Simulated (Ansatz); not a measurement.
Input file:

```yaml
crystal:
  periodic: [false, false, false]
  atoms:
    - {symbol: Si, position_ang: [0.000000, 0.000000, 0.000000]}
    - {symbol: Si, position_ang: [0.000000, 0.000000, 2.054000]}
basis:
  gaussian: {orbitals: def2-SVP}
total_charge: 1
magnetization: {spin_polarized: false, initial_magnetization: 3}
correlation: {active_space: {ras: {orbitals: [2, 3, 21], electrons: 7, max_holes: 3, max_particles: 3}, fixed_orbitals: true}}
```

```sh
$ ansatz run in.yaml --threads 1 --pin off --events-out ev --progress --plain --max-ram 2393MiB
```

The program prints:

```
334 factors; integrals over basis functions are off by at most 1.0e-3 eV
mean field evaluation 1: about -15708.6136 eV, gradient 4.9e0 eV
mean field evaluation 2: about -15708.6140 eV, gradient 4.9e0 eV
mean field evaluation 4: about -15708.7591 eV, gradient 3.5e-1 eV
mean field evaluation 8: about -15708.7611 eV, gradient 1.0e-6 eV
mean field evaluation 16: about -15708.5394 eV, gradient 1.6e0 eV
mean field -15708.76108002 eV, -577.2863219102 hartree, gradient 9.8e-7 eV, S^2 3.750000; 2 other end points of the search recorded, 0 dependent functions left out
reference -15708.76108002 eV, -577.2863219102 hartree; 15, 12 occupied and 21, 24 virtual orbitals, 334 factors
state -15712.88013420 eV, -577.4376943591 hartree
Total energy: -15712.88013420 eV, -577.4376943591 hartree
```

Natural occupations: 1.9483 1.8787 1.0088 0.9718 0.9718 0.0555 0.0555 0.0273 0.0123 0.0123 0.0122 0.0076 0.0076 0.0047 0.0039 0.0032 0.0032 0.0029 0.0029 0.0027 0.0027 0.0017 0.0013 0.0004.

Ran on 1 thread of Arm Neoverse V2, shared host: 8.5 s wall, 0.08 GiB peak host memory.
